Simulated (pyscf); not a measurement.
Four-centre exchange: Cl–BH–Cl (SMILES ClBCl) + SiH₄ (SMILES [SiH4]) → Cl–BH–Cl (SMILES ClBCl) + SiH₄ (SMILES [SiH4])

Gas phase, singlet surface, charge 0. Bonds broken: B2–H4, Si5–H6. Bonds formed: B2–H6, H4–Si5. Structures and frequencies: ωB97X-D3(BJ)/def2-SVP in PySCF. MP2 and CC: frozen core, UHF for open shells. ΔMP2 is the change of the MP2 total energy from the triple- to the quadruple-zeta basis.

Transition state (Å):

```xyz
9

Cl    -2.1256     0.7743     1.6934
B     -1.2498    -0.3195     0.5481
Cl    -1.2293    -2.0982     0.8193
H     -1.7433    -0.1358    -0.6030
Si    -0.3282     0.8329    -1.0501
H     -0.0408     0.0546     0.5165
H      0.3314    -0.2031    -1.8776
H     -1.3502     1.6070    -1.8073
H      0.6345     1.8284    -0.5030
```

One imaginary mode, 264i cm⁻¹; descent along it reached the two sides named.

```csv
bond,change,reactant side (Å),saddle,product side
B2–H4,breaks,1.199,1.266,2.9
Si5–H6,breaks,1.490,1.773,3.8
B2–H6,forms,3.4,1.266,1.199
H4–Si5,forms,4.5,1.772,1.486
```

Electronic energies relative to the separated reactants (kJ/mol):

| level | barrier | reaction energy | reverse barrier |
|---|---|---|---|
| ωB97X-D3(BJ)/def2-TZVP | 46.0 | 0.0 | 46.0 |
| PBE/def2-TZVP | 45.4 | 0.0 | 45.4 |
| r²SCAN/def2-TZVP | 47.1 | 0.0 | 47.1 |
| B3LYP-D3(BJ)/def2-TZVP | 60.3 | 0.0 | 60.3 |
| PBE0-D3(BJ)/def2-TZVP | 36.9 | 0.0 | 36.9 |
| M06-2X/def2-TZVP | 51.1 | 0.0 | 51.1 |
| ωB97M-D3(BJ)/def2-TZVP | 55.4 | 0.0 | 55.4 |
| HF/def2-TZVP | 127.0 | 0.0 | 127.0 |
| MP2/def2-QZVPP | 50.3 | 0.0 | 50.3 |
| CCSD/def2-TZVPP | 69.8 | 0.0 | 69.8 |
| CCSD(T)/def2-TZVPP | 62.6 | 0.0 | 62.6 |
| CCSD(T)/def2-TZVPP + ΔMP2(QZVPP) | 58.6 | 0.0 | 58.6 |

With CCSD(T)/def2-TZVPP + ΔMP2(QZVPP) energies and thermal terms (ideal gas, 1 atm, RRHO with modes under 100 cm⁻¹ raised to 100, one conformer, R ln 2 for chiral ones without a mode under 150 cm⁻¹), in kJ/mol:

```
T (K)   ΔH‡    ΔG‡   ΔH   ΔG
-----  ----  -----  ---  ---
298    68.3  111.4  0.0  0.0
600    67.7  155.4  0.0  0.0
900    68.7  199.0  0.0  0.0
1200   70.4  242.3  0.0  0.0
```

At the saddle there is also a short B–Si contact that neither side keeps. One saddle was located; it need not be the lowest between these sides. The CCSD(T) − MP2 part came from Ansatz, without density fitting, on the same reference.
